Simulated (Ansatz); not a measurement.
Geometry optimisation, RKS PBE0-D4/STO-3G in Ansatz 0.2.0.

The input (input.yaml):

```yaml
crystal:
  periodic: [false, false, false]
  atoms:
    - { symbol: C, position_ang: [-0.8288, -1.1154, -1.2218] }
    - { symbol: O, position_ang: [-0.4574, 0.2008, -0.7673] }
    - { symbol: C, position_ang: [0.3835, 0.0967, 0.3357] }
    - { symbol: O, position_ang: [-0.1854, -0.4177, 1.4729] }
    - { symbol: C, position_ang: [0.9741, 1.4839, 0.6122] }
    - { symbol: O, position_ang: [0.8386, 2.0855, 1.7063] }
    - { symbol: H, position_ang: [-1.479, -0.9169, -2.1115] }
    - { symbol: H, position_ang: [-1.4318, -1.5704, -0.48] }
    - { symbol: H, position_ang: [-0.0125, -1.6646, -1.4803] }
    - { symbol: H, position_ang: [1.2695, -0.5507, 0.1332] }
    - { symbol: H, position_ang: [-0.5381, 0.3513, 2.0221] }
    - { symbol: H, position_ang: [1.5442, 1.9624, -0.1876] }
basis:
  gaussian: { orbitals: STO-3G }
hamiltonian:
  xc: pbe0
  dispersion: d4
relax:
  f_tol: 0.02
  max_steps: 50
```

Command:

```bash
$ ansatz run input.yaml --threads 1 --pin off --max-ram 2048MiB --backend cpu --events-out ev --progress --plain --runs-dir out
```

Problem. Where does it end, and by what steps?

Solution. The run converged. The force dipped under the threshold on the way, but the program's further checks kept it going. Limits of this set-up: minimal basis. After 12 steps the energy has fallen by 0.747 eV; O6 moved furthest, 0.30 Å.

| step | energy less start (eV) | largest force component (eV/Å) | accepted |
| --- | --- | --- | --- |
| 0 | 0.0000 | 3.645 | yes |
| 1 | -0.6164 | 1.161 | yes |
| 2 | -0.6958 | 0.371 | yes |
| 3 | -0.6939 | 1.029 | no |
| 4 | -0.7202 | 0.454 | yes |
| 5 | -0.7426 | 0.165 | yes |
| 6 | -0.7453 | 0.077 | yes |
| 7 | -0.7464 | 0.039 | yes |
| 8 | -0.7469 | 0.027 | yes |
| 9 | -0.7472 | 0.017 | yes |
| 10 | -0.7473 | 0.021 | yes |
| 11 | -0.7472 | 0.032 | no |
| 12 | -0.7473 | 0.008 | yes |

```xyz
12
Properties=species:S:1:pos:R:3
C -0.881 -1.088 -1.234
O -0.375 0.233 -0.881
C 0.469 0.061 0.314
O -0.240 -0.407 1.468
C 0.967 1.513 0.660
O 0.558 1.996 1.739
H -1.542 -0.953 -2.106
H -1.462 -1.546 -0.410
H -0.064 -1.787 -1.510
H 1.325 -0.623 0.077
H -0.298 0.489 1.983
H 1.619 2.057 -0.066
```

Whether the end is a true minimum wasn't checked by a vibrational analysis.

The run took 52 s on 1 CPU thread of a shared host.
